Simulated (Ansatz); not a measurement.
# C₃H₄O₂S: up Jacob's ladder to CCSD(T)

How much do the methods differ for C₃H₄O₂S? The plan is to run it at one geometry with functionals of several rungs and with coupled cluster, and see how far each lands from CCSD(T) at the basis-set limit for the atomisation energy.

Method: functionals in def2-TZVPP, the program's frozen cores in correlated methods; program: Ansatz 0.2.0, Gaussian basis.

The runs, in order: PBE-D4, r2SCAN-D4, PBE0-D4, B3LYP-D4, ωB97X-V, ωB97M-V, B2PLYP; CCSD(T)/def2-TZVPP; MP2/def2-QZVPP; extrapolation to the limit.

## Step 1: Structure used throughout

The geometry comes from an earlier relaxation with PBE0-D4 in a triple-zeta def2 set; it is a stationary point, not always the lowest conformer.

SMILES `C=C(O)OC=S`, 10 atoms, charge 0, spin multiplicity 1.

Atoms are counted from 1 here; the program's logs count them from 0.

Bond lengths: C1–C2 1.327 Å, C1–H7 1.081 Å, C1–H8 1.079 Å, C2–O3 1.343 Å, C2–O4 1.360 Å, O3–H9 0.962 Å, O4–C5 1.340 Å, C5–S6 1.606 Å, C5–H10 1.086 Å. Angles: C2–C1–H7 120.8°, C2–C1–H8 119.7°, H7–C1–H8 119.5°, C1–C2–O3 127.4°, C1–C2–O4 119.4°, O3–C2–O4 113.2°, C2–O3–H9 108.8°, C2–O4–C5 122.3°, O4–C5–S6 122.0°, O4–C5–H10 114.2°, S6–C5–H10 123.8°.

## Step 2: PBE-D4 (GGA)

The input, in.yaml:

```yaml
crystal:
  periodic: [false, false, false]
  atoms:
    - {symbol: C, position_ang: [-0.488290, -1.615420, 0.446561]}
    - {symbol: C, position_ang: [0.064223, -0.447272, 0.143943]}
    - {symbol: O, position_ang: [1.367247, -0.125489, 0.185900]}
    - {symbol: O, position_ang: [-0.728522, 0.580374, -0.261465]}
    - {symbol: C, position_ang: [-0.232340, 1.783532, -0.581765]}
    - {symbol: S, position_ang: [-1.174885, 2.993516, -1.059647]}
    - {symbol: H, position_ang: [0.119099, -2.448131, 0.771301]}
    - {symbol: H, position_ang: [-1.557141, -1.737117, 0.368048]}
    - {symbol: H, position_ang: [1.866305, -0.893722, 0.478669]}
    - {symbol: H, position_ang: [0.847403, 1.858629, -0.488446]}
basis:
  gaussian: {orbitals: def2-TZVPP}
hamiltonian: {xc: pbe, dispersion: d4}
output: {forces: true, orbitals: {seedname: orbitals}}
```

On the command line:

```sh
$ ansatz run in.yaml --threads 4 --pin off --events-out ev --progress --plain --max-ram 10444MiB
```

Further steps of the session: r2SCAN-D4 (meta-GGA); PBE0-D4 (hybrid); B3LYP-D4 (hybrid); ωB97X-V (range-separated); ωB97M-V (range-separated); B2PLYP (double hybrid); CCSD(T) in def2-TZVPP; MP2 in def2-QZVPP.

Before running them: what should the planned runs give, taken together? Wanted: atomisation energy, CCSD(T)/CBS; farthest; mean size of error, hybrid; mean size of error, range-separated; gap, smallest and largest; T1 diagnostic; triples share of the correlation energy.

As calculated:

```
                               quantity                                value
        atomisation energy, CCSD(T)/CBS                            42.389 eV
    functionals within 0.212 eV (0.5 %)                    B3LYP-D4, ωB97X-V
                               farthest                   PBE-D4 (+2.062 eV)
             mean size of error, hybrid                             0.293 eV
    mean size of error, range-separated                             0.211 eV
              gap, smallest and largest  2.76 eV (PBE-D4), 9.47 eV (ωB97X-V)
                          T1 diagnostic                               0.0158
triples share of the correlation energy                                4.5 %
```

**Reading.** PBE-D4 misses by +2.062 eV. Double hybrids carry the basis error of their MP2 part in triple zeta, and no dispersion term here, so their miss is partly the set-up's. The reference freezes the cores and leaves out relativity and excitations past (T), so misses under about 0.212 eV can't be ranked. Hartree-Fock recovers 67 % of the binding; the rest is correlation. Orbital gaps span 2.8 to 9.5 eV; exact exchange widens them. The restricted reference is unstable towards a spin-broken one.
